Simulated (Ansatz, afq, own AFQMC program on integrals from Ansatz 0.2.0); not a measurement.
AlC, quartet: a scan with AFQMC

```tsv
atom	x (Å)	y (Å)	z (Å)
Al	0.0000	0.0000	0.0000
C	0.0000	0.0000	1.9668
```

The Al1–C2 distance is changed with both sides rigid. Energies in mEh count from this geometry (1.967 Å) at the same level; the start stands on UHF, each point on the determinant named.

Basis cc-pVDZ. Noble-gas cores (and the filled d shells of Ga–Kr and In–Xe) are frozen. Ansatz 0.2.0 and our own AFQMC program on the same integrals; the CISD trial comes from CCSD amplitudes, and released means the phaseless constraint is let go. Uncertainties: one standard error, sampling alone.

Cautions, each for one point or more: lower spins were not checked; raised T1 diagnostic; strong correlation.

| r(Al1–C2) / Å | det. | T1 | weight | ⟨S²⟩ | PBE0 | B3LYP | CCSD(T) |
| --- | --- | --- | --- | --- | --- | --- | --- |
| 1.595 | UHF | 0.053 | 0.86 | 3.76 | 63.9 | 63.5 | 68.8 |
| 3.122 | UHF | 0.052 | 0.84 | 3.78 | 74.6 | 69.6 | 75.1 |
| 4.232 | UHF | 0.019 | 0.89 | 3.77 | 111.0 | 104.0 | 105.9 |
| 6.527 | UHF | 0.011 | 0.89 | 3.77 | 123.7 | 116.5 | 109.7 |

Question: Estimate the curve of full CI, counted from the same start.

Answer: 
```json
{"r(Al1–C2) / Å": "1.595", "det.": "UHF", "T1": "0.053", "weight": "0.86", "⟨S²⟩": "3.76", "FCI": "69.0", "ph-AFQMC/CISD": "68.9 ± 0.1", "CCSDT(Q)": "69.0"}
{"r(Al1–C2) / Å": "3.122", "det.": "UHF", "T1": "0.052", "weight": "0.84", "⟨S²⟩": "3.78", "FCI": "72.8", "ph-AFQMC/CISD": "75.0 ± 0.2", "CCSDT(Q)": "72.5"}
{"r(Al1–C2) / Å": "4.232", "det.": "UHF", "T1": "0.019", "weight": "0.89", "⟨S²⟩": "3.77", "FCI": "105.5", "ph-AFQMC/CISD": "106.5 ± 0.1", "CCSDT(Q)": "106.1"}
{"r(Al1–C2) / Å": "6.527", "det.": "UHF", "T1": "0.011", "weight": "0.89", "⟨S²⟩": "3.77", "FCI": "110.8", "ph-AFQMC/CISD": "110.4 ± 0.1", "CCSDT(Q)": "110.9"}
```

Weight is that of the determinant in the CISD state; at the start T1 is 0.044 and the weight 0.87, and ⟨S²⟩ is 3.76. Largest departures from full CI: CCSD(T) 2.3 mEh at 3.122 (on UHF), ph-AFQMC/CISD 2.2 mEh at 3.122 (on UHF), CCSDT(Q) 0.6 mEh at 4.232 (on UHF), PBE0 12.9 mEh at 6.527, B3LYP 5.7 mEh at 6.527. Functionals count only at points shown to share the start's state and spin. In this small basis the wave-function levels are far from their limit, so their gap to the functionals isn't the functionals' error. In total energy ph-AFQMC/CISD lies 25.7 ± 2.3 meV above full CI at the start, so its agreement along the curve rests in part on cancellation.

CCSDT and higher add their correlation energy to the determinant of the CCSD(T) run, since their own runs factorise the integrals more tightly (a shift of under 2 meV). A walk keeps the symmetry of its determinant, which the program's search chose and which needn't be the lowest solution, so a lower state of the same spin and another symmetry isn't excluded.
